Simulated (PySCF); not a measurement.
Compound: 3-methylbut-1-yne, C₅H₈.
Geometry (GFN2-xTB, Å), atoms numbered from 1 in this order:
```xyz
13
C5H8 angstrom
C      2.167   -1.129   -0.476
C      1.191   -0.592   -0.039
C     -0.005    0.061    0.466
C     -1.238   -0.787    0.143
C     -0.129    1.462   -0.138
H      3.026   -1.601   -0.850
H      0.092    0.149    1.556
H     -1.145   -1.779    0.578
H     -1.349   -0.893   -0.934
H     -2.134   -0.314    0.540
H     -0.222    1.399   -1.220
H      0.750    2.060    0.097
H     -1.008    1.965    0.259
```

A calculation gives these core lines: C 1s: 289.92 (area 1), 290.42 (area 1), 290.61 (area 2), 291.43 (area 1) eV.

Computed, not measured: delta-SCF UKS SCAN, pcX-2 on the ionised atom, pcseg-1 elsewhere, spin-free X2C (PySCF 2.14.0). Geometry: GFN2-xTB; no solvent, vibrations or thermal averaging.

Problem. Assign the C 1s lines to atoms.

Solution. 289.92 eV: C1 (terminal alkyne carbon); 290.42 eV: C2 (alkyne carbon); 290.61 eV: C4/C5 (methyl carbon); 291.43 eV: C3 (propargylic carbon). Lowest listed C 1s: C1, bonded to C (triple bond) and H. Highest, 1.51 eV above it: C3, bonded to 3 C and H. The widest gap between neighbouring values is 0.82 eV, between 290.61 and 291.43 eV.

Bonded neighbours of each site: C1: C (triple bond) and H; C2: C (triple bond) and C; C3: 3 C and H; C4/C5: C and 3 H.

Problem. Give the binding energy of C 1s of C2 in hartree and in kJ/mol.

Solution. 290.42 eV = 10.6727 Eh = 28021 kJ/mol.

The first atom of each set that the bonding makes equivalent was ionised and stands for the set. The unrestricted hole states depart most from a pure doublet (⟨S²⟩ = 0.75; over 0.85 named) for C 1s of C2 (0.86), which makes this value less certain.

Time: 35 s of wall time. Hardware: Arm Neoverse V2, one thread, shared host.
